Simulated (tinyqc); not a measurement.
UHF in the sto-6g basis, for H3O+, spin multiplicity 1, step by step (part 3 of 3). Computed by tinyqc, a small Python program that keeps every step (integrals from PySCF). Command: `OMP_NUM_THREADS=1 python tinyqc.py 31792 31793 out.jsonl` (the two numbers bound the seeds that draw the settings). One thread of a shared host (Intel(R) Xeon(R) Processor @ 2.60GHz), about 0.2 s of CPU time with the checks.

Geometry (angstrom):
```
atom          x          y         z
O      0.000000   0.000000  0.207000
H      1.227000   0.000000  0.000000
H     -0.614000   1.063000  0.000000
H     -0.614000  -1.063000  0.000000
```

## Iteration 2: diagonalisation and new density

F(alpha) (hartree), order 1O 1s, 1O 2s, 1O 2px, 1O 2py, 1O 2pz, 2H 1s, 3H 1s, 4H 1s:
```
[[-20.761939, -5.026542, 0.000036, 0.000000, 0.000386, -0.626529, -0.625706, -0.625706],
 [-5.026542, -2.636247, 0.000038, 0.000000, 0.106645, -0.684656, -0.683969, -0.683969],
 [0.000036, 0.000038, -0.659571, 0.000000, -0.000172, -0.414848, 0.207574, 0.207574],
 [0.000000, 0.000000, 0.000000, -0.659259, 0.000000, 0.000000, -0.359162, 0.359162],
 [0.000386, 0.106645, -0.000172, 0.000000, -0.504241, -0.008784, -0.007936, -0.007936],
 [-0.626529, -0.684656, -0.414848, 0.000000, -0.008784, -0.516605, -0.157470, -0.157470],
 [-0.625706, -0.683969, 0.207574, -0.359162, -0.007936, -0.157470, -0.516720, -0.157323],
 [-0.625706, -0.683969, 0.207574, 0.359162, -0.007936, -0.157470, -0.157323, -0.516720]]
```

F(beta) (hartree), order 1O 1s, 1O 2s, 1O 2px, 1O 2py, 1O 2pz, 2H 1s, 3H 1s, 4H 1s:
```
[[-20.762835, -5.023581, 0.000031, 0.000000, -0.003374, -0.626615, -0.625786, -0.625786],
 [-5.023581, -2.642995, 0.000040, 0.000000, -0.029593, -0.675271, -0.674699, -0.674699],
 [0.000031, 0.000040, -0.660227, 0.000000, 0.000165, -0.414022, 0.207146, 0.207146],
 [0.000000, 0.000000, 0.000000, -0.659951, 0.000000, 0.000000, -0.358445, 0.358445],
 [-0.003374, -0.029593, 0.000165, 0.000000, -0.505948, 0.139493, 0.138540, 0.138540],
 [-0.626615, -0.675271, -0.414022, 0.000000, 0.139493, -0.524014, -0.162245, -0.162245],
 [-0.625786, -0.674699, 0.207146, -0.358445, 0.138540, -0.162245, -0.524005, -0.162067],
 [-0.625786, -0.674699, 0.207146, 0.358445, 0.138540, -0.162245, -0.162067, -0.524005]]
```

X, order 1O 1s, 1O 2s, 1O 2px, 1O 2py, 1O 2pz, 2H 1s, 3H 1s, 4H 1s:
```
[[1.022404, -0.132273, -0.000005, 0.000000, 0.001885, 0.014281, 0.014268, 0.014268],
 [-0.132273, 1.141094, 0.000061, 0.000000, -0.017962, -0.165323, -0.165113, -0.165113],
 [-0.000005, 0.000061, 1.053647, 0.000000, -0.000011, -0.165810, 0.082858, 0.082858],
 [0.000000, 0.000000, 0.000000, 1.053560, 0.000000, 0.000000, -0.143442, 0.143442],
 [0.001885, -0.017962, -0.000011, 0.000000, 1.002684, 0.024798, 0.024759, 0.024759],
 [0.014281, -0.165323, -0.165810, 0.000000, 0.024798, 1.079904, -0.031461, -0.031461],
 [0.014268, -0.165113, 0.082858, -0.143442, 0.024759, -0.031461, 1.079752, -0.031451],
 [0.014268, -0.165113, 0.082858, 0.143442, 0.024759, -0.031461, -0.031451, 1.079752]]
```

D(alpha) after iteration 1, order 1O 1s, 1O 2s, 1O 2px, 1O 2py, 1O 2pz, 2H 1s, 3H 1s, 4H 1s:
```
[[1.057636, -0.257078, -0.000064, 0.000000, 0.048455, 0.018838, 0.018851, 0.018851],
 [-0.257078, 1.165428, 0.000423, 0.000000, -0.309091, -0.135165, -0.134957, -0.134957],
 [-0.000064, 0.000423, 0.727278, 0.000000, -0.000436, 0.086075, -0.043747, -0.043747],
 [0.000000, 0.000000, 0.000000, 0.726888, 0.000000, 0.000000, 0.075030, -0.075030],
 [0.048455, -0.309091, -0.000436, 0.000000, 0.714113, 0.284595, 0.281595, 0.281595],
 [0.018838, -0.135165, 0.086075, 0.000000, 0.284595, 0.290662, 0.068662, 0.068662],
 [0.018851, -0.134957, -0.043747, 0.075030, 0.281595, 0.068662, 0.289592, 0.067832],
 [0.018851, -0.134957, -0.043747, -0.075030, 0.281595, 0.068662, 0.067832, 0.289592]]
```

D(beta) after iteration 1, order 1O 1s, 1O 2s, 1O 2px, 1O 2py, 1O 2pz, 2H 1s, 3H 1s, 4H 1s:
```
[[1.060121, -0.270706, -0.000082, 0.000000, -0.028507, 0.027222, 0.027101, 0.027101],
 [-0.270706, 1.235609, 0.000499, 0.000000, 0.204717, -0.166954, -0.166157, -0.166157],
 [-0.000082, 0.000499, 0.725675, 0.000000, 0.000355, 0.086069, -0.043715, -0.043715],
 [0.000000, 0.000000, 0.000000, 0.725311, 0.000000, 0.000000, 0.075007, -0.075007],
 [-0.028507, 0.204717, 0.000355, 0.000000, 0.609454, -0.235003, -0.232225, -0.232225],
 [0.027222, -0.166954, 0.086069, 0.000000, -0.235003, 0.277466, 0.053717, 0.053717],
 [0.027101, -0.166157, -0.043715, 0.075007, -0.232225, 0.053717, 0.276486, 0.052952],
 [0.027101, -0.166157, -0.043715, -0.075007, -0.232225, 0.053717, 0.052952, 0.276486]]
```

overlap S, order 1O 1s, 1O 2s, 1O 2px, 1O 2py, 1O 2pz, 2H 1s, 3H 1s, 4H 1s:
```
[[1.000000, 0.231145, 0.000000, 0.000000, 0.000000, 0.028578, 0.028539, 0.028539],
 [0.231145, 1.000000, 0.000000, 0.000000, 0.000000, 0.310471, 0.310184, 0.310184],
 [0.000000, 0.000000, 1.000000, 0.000000, 0.000000, 0.281257, -0.140572, -0.140572],
 [0.000000, 0.000000, 0.000000, 1.000000, 0.000000, 0.000000, 0.243367, -0.243367],
 [0.000000, 0.000000, 0.000000, 0.000000, 1.000000, -0.047449, -0.047391, -0.047391],
 [0.028578, 0.310471, 0.281257, 0.000000, -0.047449, 1.000000, 0.097822, 0.097822],
 [0.028539, 0.310184, -0.140572, 0.243367, -0.047391, 0.097822, 1.000000, 0.097798],
 [0.028539, 0.310184, -0.140572, -0.243367, -0.047391, 0.097822, 0.097798, 1.000000]]
```

Diagonalise F' = X^T F X, C = X C', fill 5 alpha and 5 beta electrons from the bottom; D(s) = C_occ C_occ^T; the new density keeps 0.5 of the old one (damping). Each column has its largest component positive (the first on a tie).

F' = X^T F X (alpha) (hartree):
```
[[-20.436873, -2.497720, 0.000024, 0.000000, -0.009017, -0.069104, -0.068931, -0.068931],
 [-2.497720, -1.659549, 0.000086, 0.000000, 0.124469, -0.273663, -0.273282, -0.273282],
 [0.000024, 0.000086, -0.529602, 0.000000, -0.000031, -0.321529, 0.160889, 0.160889],
 [0.000000, 0.000000, 0.000000, -0.529446, 0.000000, 0.000000, -0.278342, 0.278342],
 [-0.009017, 0.124469, -0.000031, 0.000000, -0.512479, -0.046692, -0.045752, -0.045752],
 [-0.069104, -0.273663, -0.321529, 0.000000, -0.046692, -0.289775, -0.048497, -0.048497],
 [-0.068931, -0.273282, 0.160889, -0.278342, -0.045752, -0.048497, -0.290239, -0.048328],
 [-0.068931, -0.273282, 0.160889, 0.278342, -0.045752, -0.048497, -0.048328, -0.290239]]
```

orbital energies (alpha) (hartree): [-20.765026, -1.522797, -0.804918, -0.804746, -0.547089, -0.160955, 0.033389, 0.033940]

coefficients C (alpha), order 1O 1s, 1O 2s, 1O 2px, 1O 2py, 1O 2pz, 2H 1s, 3H 1s, 4H 1s:
```
[[0.996752, -0.239136, -0.000043, 0.000000, 0.019433, -0.111099, 0.000000, 0.000207],
 [0.014494, 0.962486, 0.000120, 0.000000, -0.165497, 0.669172, 0.000000, -0.001294],
 [-0.000001, -0.000082, 0.747283, 0.000000, -0.001823, -0.001679, 0.000000, -0.770038],
 [0.000000, 0.000000, 0.000000, 0.747100, 0.000000, 0.000000, 0.770053, 0.000000],
 [-0.000407, -0.086922, 0.001529, 0.000000, 0.958290, 0.285766, 0.000000, -0.001357],
 [-0.002122, 0.058091, 0.383962, 0.000000, 0.228845, -0.562047, 0.000000, 0.839491],
 [-0.002120, 0.058113, -0.191972, 0.332776, 0.228395, -0.563752, -0.726100, -0.418553],
 [-0.002120, 0.058113, -0.191972, -0.332776, 0.228395, -0.563752, 0.726100, -0.418553]]
```

F' = X^T F X (beta) (hartree):
```
[[-20.438774, -2.492646, 0.000021, 0.000000, 0.011339, -0.070599, -0.070407, -0.070407],
 [-2.492646, -1.672978, 0.000067, 0.000000, -0.102967, -0.266515, -0.266268, -0.266268],
 [0.000021, 0.000067, -0.530874, 0.000000, 0.000004, -0.319924, 0.160088, 0.160088],
 [0.000000, 0.000000, 0.000000, -0.530753, 0.000000, 0.000000, -0.276963, 0.276963],
 [0.011339, -0.102967, 0.000004, 0.000000, -0.487442, 0.126648, 0.125624, 0.125624],
 [-0.070599, -0.266515, -0.319924, 0.000000, 0.126648, -0.292877, -0.047895, -0.047895],
 [-0.070407, -0.266268, 0.160088, -0.276963, 0.125624, -0.047895, -0.293263, -0.047729],
 [-0.070407, -0.266268, 0.160088, 0.276963, 0.125624, -0.047895, -0.047729, -0.293263]]
```

orbital energies (beta) (hartree): [-20.765830, -1.520039, -0.805136, -0.804982, -0.627725, -0.074415, 0.028695, 0.029208]

coefficients C (beta), order 1O 1s, 1O 2s, 1O 2px, 1O 2py, 1O 2pz, 2H 1s, 3H 1s, 4H 1s:
```
[[0.996802, -0.240225, 0.000027, 0.000000, -0.050127, -0.097912, 0.000000, 0.000368],
 [0.014265, 0.967870, -0.000250, 0.000000, 0.313129, 0.605590, 0.000000, -0.002375],
 [-0.000001, -0.000068, 0.746863, 0.000000, 0.002042, -0.003355, 0.000000, -0.770440],
 [0.000000, 0.000000, 0.000000, 0.746713, 0.000000, 0.000000, 0.770428, 0.000000],
 [-0.000071, 0.016092, -0.001827, 0.000000, 0.842404, -0.545552, 0.000000, 0.002878],
 [-0.002057, 0.057420, 0.384636, 0.000000, -0.285678, -0.533592, 0.000000, 0.840380],
 [-0.002055, 0.057477, -0.191984, 0.333141, -0.285622, -0.538035, -0.725933, -0.417343],
 [-0.002055, 0.057477, -0.191984, -0.333141, -0.285622, -0.538035, 0.725933, -0.417343]]
```

D(alpha) after iteration 2, order 1O 1s, 1O 2s, 1O 2px, 1O 2py, 1O 2pz, 2H 1s, 3H 1s, 4H 1s:
```
[[1.054357, -0.238006, -0.000057, 0.000000, 0.043729, 0.003631, 0.003644, 0.003644],
 [-0.238006, 1.059703, 0.000368, 0.000000, -0.275676, -0.058556, -0.058438, -0.058438],
 [-0.000057, 0.000368, 0.642857, 0.000000, -0.000517, 0.186291, -0.093813, -0.093813],
 [0.000000, 0.000000, 0.000000, 0.642524, 0.000000, 0.000000, 0.161824, -0.161824],
 [0.043729, -0.275676, -0.000517, 0.000000, 0.819995, 0.249717, 0.247560, 0.247560],
 [0.003631, -0.058556, 0.186291, 0.000000, 0.249717, 0.246919, 0.025300, 0.025300],
 [0.003644, -0.058438, -0.093813, 0.161824, 0.247560, 0.025300, 0.246366, 0.024746],
 [0.003644, -0.058438, -0.093813, -0.161824, 0.247560, 0.025300, 0.024746, 0.246366]]
```

D(beta) after iteration 2, order 1O 1s, 1O 2s, 1O 2px, 1O 2py, 1O 2pz, 2H 1s, 3H 1s, 4H 1s:
```
[[1.056978, -0.252345, -0.000074, 0.000000, -0.037335, 0.012854, 0.012778, 0.012778],
 [-0.252345, 1.135318, 0.000443, 0.000000, 0.242036, -0.100479, -0.099972, -0.099972],
 [-0.000074, 0.000443, 0.641741, 0.000000, 0.000355, 0.186376, -0.093844, -0.093844],
 [0.000000, 0.000000, 0.000000, 0.641446, 0.000000, 0.000000, 0.161884, -0.161884],
 [-0.037335, 0.242036, 0.000355, 0.000000, 0.659680, -0.237719, -0.235779, -0.235779],
 [0.012854, -0.100479, 0.186376, 0.000000, -0.237719, 0.255162, 0.032387, 0.032387],
 [0.012778, -0.099972, -0.093844, 0.161884, -0.235779, 0.032387, 0.254607, 0.031858],
 [0.012778, -0.099972, -0.093844, -0.161884, -0.235779, 0.032387, 0.031858, 0.254607]]
```

## Convergence

Stop when the energy changes by less than 1e-08 hartree and every element of the error matrix X^T (F D S - S D F) X (for each spin) is below 3e-05.

Course of the cycle:
```
iteration   E (hartree)     change  largest element of the error matrix
1          -74.34048347          -                             2.57e-01
2          -74.94937374  -6.09e-01                             1.05e-01
3          -75.34143911  -3.92e-01                             7.96e-02
4          -75.57541656  -2.34e-01                             5.78e-02
5          -75.71128177  -1.36e-01                             4.88e-02
6          -75.78934058  -7.81e-02                             4.14e-02
7          -75.83420000  -4.49e-02                             3.40e-02
8          -75.86020177  -2.60e-02                             2.76e-02
9          -75.87550115  -1.53e-02                             2.23e-02
10         -75.88468331  -9.18e-03                             1.81e-02
11         -75.89032194  -5.64e-03                             1.47e-02
12         -75.89387019  -3.55e-03                             1.21e-02
13         -75.89615842  -2.29e-03                             9.93e-03
14         -75.89766915  -1.51e-03                             8.30e-03
...                 ...        ...                                  ...
49         -75.90131497  -6.73e-07                             2.58e-04
50         -75.90131555  -5.75e-07                             2.39e-04
51         -75.90131604  -4.91e-07                             2.21e-04
52         -75.90131646  -4.19e-07                             2.05e-04
53         -75.90131682  -3.58e-07                             1.89e-04
54         -75.90131712  -3.05e-07                             1.75e-04
55         -75.90131738  -2.61e-07                             1.62e-04
56         -75.90131761  -2.23e-07                             1.50e-04
57         -75.90131779  -1.90e-07                             1.39e-04
58         -75.90131796  -1.63e-07                             1.28e-04
59         -75.90131810  -1.39e-07                             1.19e-04
60         -75.90131822  -1.19e-07                             1.10e-04
61         -75.90131832  -1.01e-07                             1.02e-04
62         -75.90131840  -8.65e-08                             9.40e-05
```

PySCF UHF in the same basis, after a stability check = -75.90131891 hartree

Not converged within the cap of 62 iterations: the residual falls steadily but slowly, by a factor of about 0.93 a step. Reruns (cap 100 unless said): DIIS 8: converged in 13; level shift 0.5: converged in 62; atomic densities as start, DIIS 8: converged in 8; the original settings with a cap of 400: converged in 77.
